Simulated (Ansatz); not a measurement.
Geometry optimisation, RKS PBE/def2-SVP (Ansatz).

Input file:

```yaml
crystal:
  periodic: [false, false, false]
  atoms:
    - { symbol: Al, position_ang: [0.021408, 0.176755, 0.212766] }
    - { symbol: C, position_ang: [0.01837, 0.152034, 2.183166] }
    - { symbol: H, position_ang: [-0.950591, -0.180555, 2.610857] }
    - { symbol: H, position_ang: [0.829713, -0.469267, 2.618352] }
    - { symbol: H, position_ang: [0.189778, 1.183711, 2.567607] }
    - { symbol: H, position_ang: [1.399826, 0.133918, -0.603348] }
    - { symbol: H, position_ang: [-1.348765, 0.308274, -0.604485] }
    - { symbol: H, position_ang: [-0.328813, -2.498325, 0.765318] }
    - { symbol: H, position_ang: [-0.259127, -1.950245, 1.235468] }
basis:
  gaussian: { orbitals: def2-SVP }
hamiltonian:
  xc: pbe
relax:
  f_tol: 0.03
  max_steps: 50
```

Launched with:

```bash
$ ansatz run input.yaml --threads 2 --pin off --max-ram 3072MiB --backend cpu --events-out ev --progress --plain --runs-dir out
```

Task: Where does it end, and by what steps?

Result: The forces met the threshold. After 10 steps the energy has fallen by 0.182 eV; H8 moved furthest, 0.64 Å.

| step | energy less start (eV) | largest force component (eV/Å) | accepted |
| --- | --- | --- | --- |
| 0 | 0.0000 | 1.375 | yes |
| 1 | -0.0951 | 0.159 | yes |
| 2 | -0.0906 | 1.343 | no |
| 3 | -0.1140 | 0.204 | yes |
| 4 | -0.1332 | 0.240 | yes |
| 5 | -0.1572 | 0.295 | yes |
| 6 | -0.1511 | 0.638 | no |
| 7 | -0.1751 | 0.136 | yes |
| 8 | -0.1809 | 0.094 | yes |
| 9 | -0.1815 | 0.074 | yes |
| 10 | -0.1817 | 0.017 | yes |

```xyz
9
Properties=species:S:1:pos:R:3
Al -0.011 -0.039 0.359
C 0.028 0.277 2.308
H -0.917 -0.003 2.819
H 0.868 -0.236 2.820
H 0.171 1.366 2.485
H 1.359 -0.210 -0.460
H -1.383 0.105 -0.461
H -0.294 -2.249 0.173
H -0.250 -2.153 0.943
```

Whether the end is a true minimum wasn't checked by a vibrational analysis.

The run took 3.9 s on 2 threads of AMD EPYC 9R45 96-Core Processor (Zen 5) (shared host), peak memory 0.13 GiB.
